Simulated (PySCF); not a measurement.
**Relaxation of triplet OF₂**

Computed with PySCF, UPBE, basis O def2-TZVP, F def2-TZVP (no relativity, density fitting). A (50,194) grid was used.

A hand-made linear start, of D∞h symmetry, held to at least that symmetry:

```xyz
3
charge 0 multiplicity 3, angstrom
O     0.0000    0.0000    0.0000
F     0.0000    0.0000    1.2700
F     0.0000    0.0000   -1.2700
```

Optimiser trace:
```
step  E − E(last) (kJ/mol)  largest gradient (Eh/bohr)
   0                425.53                     0.27523
   1                 30.04                     0.06501
   2                  3.88                     0.02056
   3                  0.25                     0.00492
   4                  0.00                     0.00053
   5                  0.00                     0.00001
```

It ends at D∞h with O–F 1.585 Å (×2); F–O–F 180.0°. A frequency run shows 2 imaginary modes (one degenerate set), down to 383i cm⁻¹, so it is a higher-order saddle point.

At this level a singlet minimum of C2v symmetry lies 127 kJ/mol below this structure.

The relaxation took 7.1 s on 4 threads of a shared Arm Neoverse N1 host, with 93 basis functions and 6 gradients; the process peaked at 0.45 GiB. Launch command: `OMP_NUM_THREADS=4 python axn.py task.json out`.
